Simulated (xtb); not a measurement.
xtb input (GFN2-xTB):

```bash
xtb mol.xyz --gfn 2 --sp --chrg 0 --uhf 0
```
mol.xyz:
```
10

C     -0.00022290     0.00111095     2.05650231
C     -0.00006510     0.00032447     0.60063127
C      0.00006510    -0.00032447    -0.60063127
C      0.00022290    -0.00111095    -2.05650231
H     -0.00898307     1.02015988     2.44984108
H     -0.87824496    -0.51564395     2.45057652
H      0.88643126    -0.50054473     2.45075963
H     -0.00845189     1.01751241    -2.45094375
H      0.88696243    -0.50319220    -2.45002519
H     -0.87771378    -0.51829141    -2.45020830
```

End of the output:

```
         :::::::::::::::::::::::::::::::::::::::::::::::::::::
         ::                     SUMMARY                     ::
         :::::::::::::::::::::::::::::::::::::::::::::::::::::
         :: total energy             -11.557062184860 Eh    ::
         :: gradient norm              0.007276587041 Eh/a0 ::
         :: HOMO-LUMO gap              6.849849946539 eV    ::
         ::.................................................::
         :: SCC energy               -11.811181131113 Eh    ::
         :: -> isotropic ES            0.003191287081 Eh    ::
         :: -> anisotropic ES          0.001989138381 Eh    ::
         :: -> anisotropic XC          0.009689727861 Eh    ::
         :: -> dispersion             -0.003739005840 Eh    ::
         :: repulsion energy           0.254118946253 Eh    ::
         :: add. restraining           0.000000000000 Eh    ::
         :: total charge              -0.000000000000 e     ::
         :::::::::::::::::::::::::::::::::::::::::::::::::::::

           -------------------------------------------------
          |                Property Printout                |
           -------------------------------------------------

    * Orbital Energies and Occupations

         #    Occupation            Energy/Eh            Energy/eV
      -------------------------------------------------------------
         1        2.0000           -0.6060499             -16.4915
         2        2.0000           -0.5979122             -16.2700
         3        2.0000           -0.5779601             -15.7271
         4        2.0000           -0.5084037             -13.8344
         5        2.0000           -0.4855669             -13.2129
         6        2.0000           -0.4855669             -13.2129
         7        2.0000           -0.4744992             -12.9118
         8        2.0000           -0.4744992             -12.9118
         9        2.0000           -0.4625396             -12.5863
        10        2.0000           -0.3837548             -10.4425
        11        2.0000           -0.3837548             -10.4425 (HOMO)
        12                         -0.1320274              -3.5926 (LUMO)
        13                         -0.1320274              -3.5926
        14                          0.0544392               1.4814
        15                          0.1775246               4.8307
        16                          0.1879648               5.1148
Note: The following floating-point exceptions are signalling: IEEE_UNDERFLOW_FLAG IEEE_DENORMAL
normal termination of xtb
        17                          0.2196456               5.9769
        18                          0.2196456               5.9769
        19                          0.2411217               6.5613
        20                          0.2411217               6.5613
        21                          0.3166166               8.6156
        22                          1.4062489              38.2660
      -------------------------------------------------------------
                  HL-Gap            0.2517274 Eh            6.8498 eV
             Fermi-level           -0.2578911 Eh           -7.0176 eV

     #   Z          covCN         q      C6AA      α(0)
     1   6 C        3.752    -0.082    22.125     6.708
     2   6 C        1.960    -0.057    32.614     9.223
     3   6 C        1.960    -0.057    32.614     9.223
     4   6 C        3.752    -0.082    22.125     6.708
     5   1 H        0.924     0.046     2.366     2.405
     6   1 H        0.924     0.046     2.366     2.405
     7   1 H        0.924     0.046     2.366     2.405
     8   1 H        0.924     0.046     2.366     2.405
     9   1 H        0.924     0.046     2.366     2.405
    10   1 H        0.924     0.046     2.366     2.405

 Mol. C6AA /au·bohr⁶  :        901.053170
 Mol. C8AA /au·bohr⁸  :      20707.819175
 Mol. α(0) /au        :         46.293647

Wiberg/Mayer (AO) data.
largest (>0.10) Wiberg bond orders for each atom

 ---------------------------------------------------------------------------
     #   Z sym  total        # sym  WBO       # sym  WBO       # sym  WBO
 ---------------------------------------------------------------------------
     1   6 C    3.997 --     2 C    1.062     7 H    0.967     5 H    0.967
                             6 H    0.967
     2   6 C    3.978 --     3 C    2.814     1 C    1.062
     3   6 C    3.978 --     2 C    2.814     4 C    1.062
     4   6 C    3.997 --     3 C    1.062     9 H    0.967     8 H    0.967
                            10 H    0.967
     5   1 H    0.998 --     1 C    0.967
     6   1 H    0.998 --     1 C    0.967
     7   1 H    0.998 --     1 C    0.967
     8   1 H    0.998 --     4 C    0.967
     9   1 H    0.998 --     4 C    0.967
    10   1 H    0.998 --     4 C    0.967
 ---------------------------------------------------------------------------

Topologies differ in total number of bonds
Writing topology from bond orders to xtbtopo.mol

molecular dipole:
                 x           y           z       tot (Debye)
 q only:       -0.000      -0.000      -0.000
   full:       -0.000      -0.000      -0.000       0.000
molecular quadrupole (traceless):
                xx          xy          yy          xz          yz          zz
 q only:       -1.413      -0.000      -1.413      -0.000       0.002       2.825
  q+dip:       -2.991      -0.000      -2.991      -0.001       0.005       5.981
   full:       -2.080      -0.000      -2.080      -0.001       0.003       4.160

           -------------------------------------------------
          | TOTAL ENERGY              -11.557062184860 Eh   |
          | GRADIENT NORM               0.007276587041 Eh/α |
          | HOMO-LUMO GAP               6.849849946539 eV   |
           -------------------------------------------------

------------------------------------------------------------------------
------------------------------------------------------------------------
 total:
 SCF:
```
